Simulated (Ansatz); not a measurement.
Geometry optimisation, RKS B3LYP-D4/def2-SVP (Ansatz 0.2.0).

Input file:

```yaml
crystal:
  periodic: [false, false, false]
  atoms:
    - { symbol: Al, position_ang: [0.0, 0.0, 0.0] }
    - { symbol: F, position_ang: [0.0, 0.0, 2.04] }
    - { symbol: H, position_ang: [1.351, 0.0, -0.78] }
    - { symbol: H, position_ang: [-1.351, 0.0, -0.78] }
    - { symbol: "N", position_ang: [0.0928, -2.1047, 0.7] }
    - { symbol: H, position_ang: [-0.4256, -2.8627, 0.1705] }
    - { symbol: H, position_ang: [0.6555, -2.3517, 1.5637] }
    - { symbol: H, position_ang: [0.0544, -1.2334, 1.7877] }
basis:
  gaussian: { orbitals: def2-SVP }
hamiltonian:
  xc: b3lyp
  dispersion: d4
relax:
  f_tol: 0.15
  max_steps: 25
  restrain:
    - { distance: [0, 4], at: 1.92, k: 30.0 }
    - { distance: [7, 1], at: 0.92, k: 30.0 }
    - { distance: [0, 1], at: 2.89, k: 30.0 }
    - { distance: [7, 4], at: 2.26, k: 30.0 }
```

Run as:

```bash
$ ansatz run input.yaml --threads 1 --pin off --max-ram 2048MiB --backend cpu --events-out ev --progress --plain --runs-dir out
```

Where does it end, and by what steps?

It converged. The restraints hold the end off the free minimum. After 8 steps the energy has fallen by 1.538 eV (the restraints' own energy left out); H7 moved furthest, 0.97 Å. Parted: Al1–F2 (2.04 → 2.88 Å). Joined: F2–H8 (1.26 → 0.93 Å).

```
step  energy less start (eV)  largest force component (eV/Å)  accepted
   0                  0.0000                           3.239       yes
   1                 -0.1080                           3.696       yes
   2                 -0.4169                           3.699       yes
   3                 -0.8929                           2.115       yes
   4                 -1.2323                           1.235       yes
   5                 -1.3772                           1.211       yes
   6                 -1.4927                           1.207       yes
   7                 -1.5331                           1.273       yes
   8                 -1.5380                           1.354       yes
```

```xyz
8
Properties=species:S:1:pos:R:3
Al 0.093 -0.501 -0.369
F -0.185 0.136 2.427
H 1.486 0.182 -0.647
H -1.331 -0.002 -0.831
N 0.129 -2.142 0.539
H -0.665 -2.777 0.565
H 0.989 -2.660 0.704
H -0.137 -0.788 2.313
```

Run time: 21 s on 1 thread of Arm Neoverse V2, on a shared host, peak memory 0.14 GiB.
